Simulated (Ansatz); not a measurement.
C$_{3}$H$_{2}$ClN (`C=C1N=C1Cl`). Total charge 0; spin multiplicity 1.

Z-matrix (Å, degrees):
```
C
C 1 1.313
H 1 1.081 2 120.2
H 1 1.082 2 120.6 3 -180.0
N 2 1.461 1 144.9 3 180.0
C 2 1.384 1 162.2 3 0.0
Cl 6 1.671 2 154.2 1 0.0
```

Q: Give the diagnostics of a CCSD(T)/def2-TZVPP run (frozen core, the Gaussian-basis code of Ansatz). (An estimate is asked.)

A: Ansatz gave: T1 = 0.0129, largest single amplitude 0.022, largest double 0.066, (T) share of the correlation energy 5.1 %, 11 CCSD cycles. The RHF solution is unstable towards an unrestricted one. T1 lies under the customary mark of 0.02 for closed shells.
